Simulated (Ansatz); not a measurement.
in.yaml

```yaml
crystal:
  periodic: [false, false, false]
  atoms:
    - {symbol: O, position_ang: [0.000000, 0.000000, 0.146067]}
    - {symbol: Be, position_ang: [0.000000, 0.000000, -1.235633]}
    - {symbol: H, position_ang: [0.000000, 0.000000, 1.089567]}
basis:
  gaussian: {orbitals: 6-31G}
magnetization: {spin_polarized: false, initial_magnetization: 3}
correlation: {method: fci, electrons: outside_noble_gas}
```

```sh
$ ansatz run in.yaml --threads 1 --pin off --events-out ev --progress --plain --max-ram 2393MiB
```

Question: Roughly how long does this take on 1 thread of Arm Neoverse V2, shared host, and how much host memory?

Answer: 59 s wall and 0.47 GiB.

```
384 factors; integrals over basis functions are off by at most 1.4e-7 eV
mean field evaluation 1: about -2442.9154 eV, gradient 1.2e1 eV
mean field evaluation 2: about -2442.9386 eV, gradient 1.2e1 eV
mean field evaluation 4: about -2443.9095 eV, gradient 1.6e0 eV
mean field evaluation 8: about -2443.9165 eV, gradient 3.2e-4 eV
mean field evaluation 16: about -2444.1508 eV, gradient 5.2e-1 eV
mean field evaluation 32: about -2443.9165 eV, gradient 3.7e-5 eV
mean field evaluation 64: about -2444.1970 eV, gradient 6.9e-5 eV
mean field evaluation 96: about -2443.9165 eV, gradient 2.1e-3 eV
mean field -2444.19697779 eV, -89.8225821977 hartree, gradient 7.4e-7 eV, S^2 3.750000; 10 other end points of the search recorded, 0 dependent functions left out
mean field evaluation 128: about -2442.3917 eV, gradient 3.5e0 eV
mean field evaluation 160: about -2444.2395 eV, gradient 1.9e-1 eV
mean field evaluation 192: about -2443.9675 eV, gradient 1.1e-1 eV
determinant -2444.19697779 eV, -89.8225821977 hartree, with singles and doubles -2446.93059996 eV, -89.9230409593 hartree
determinant -2443.91654399 eV, -89.8122764455 hartree, with singles and doubles -2446.63360290 eV, -89.9121265186 hartree
determinant -2444.19697779 eV, -89.8225821977 hartree, with singles and doubles -2446.99645262 eV, -89.9254609999 hartree
determinant -2443.91654399 eV, -89.8122764455 hartree, with singles and doubles -2446.66396885 eV, -89.9132424470 hartree
2 core orbitals not correlated: weight in the atoms' cores, before any rotation towards them, 1.000 or more for the frozen orbitals, at most 0.000 for the correlated occupied ones
reference -2444.19697779 eV, -89.8225821977 hartree; 6, 3 occupied and 12, 15 virtual orbitals, 384 factors
state -2447.20193968 eV, -89.9330125102 hartree
Total energy: -2447.20193968 eV, -89.9330125102 hartree
```
